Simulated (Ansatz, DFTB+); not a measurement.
Abstraction of H: HNCO + C3H3 → NCO + C3H4

Species: HNCO `N=C=O`, singlet; C3H3 `[CH]=C=C`, doublet; NCO (nco radical) `[N]=C=O`, doublet; C3H4 `C#CC`, singlet. A radical takes H: the energy is the difference in strength between the N–H bond broken and the C–H bond made.

Shapes, held fixed at every level: PBE0-D4/def2-TZVP. Programs: Ansatz 0.2.0, DFTB+ 25.1. The zero-point and thermal change to 298 K, harmonic and unscaled (PBE0-D4/def2-TZVP), is +6.9 kJ/mol.

| level | kind | ΔH(298 K) (kJ/mol) |
| --- | --- | --- |
| DFTB2-D4 | semi-empirical | +31.7 |
| HF/def2-SVP | Hartree–Fock | +73.4 |
| SPW92/def2-TZVPP | LDA | +119.0 |
| r2SCAN-D4/def2-TZVPP | meta-GGA | +101.4 |
| B3LYP-D4/def2-TZVPP | global hybrid | +90.0 |
| r2SCAN0-D4/def2-TZVPP | global hybrid | +97.8 |
| wB97X-V/def2-TZVPP | range-separated hybrid | +78.0 |
| B2PLYP/def2-TZVPP | double hybrid | +86.6 |

B2PLYP/def2-TZVPP gives ΔH(298 K) = +86.6 kJ/mol; the levels span +31.7 to +119.0. The median of the levels is +88.3. No measured value is set beside it here. Spin contamination: C3H3 (⟨S²⟩ up to 0.96), NCO (⟨S²⟩ up to 0.84). Open shells run unrestricted.
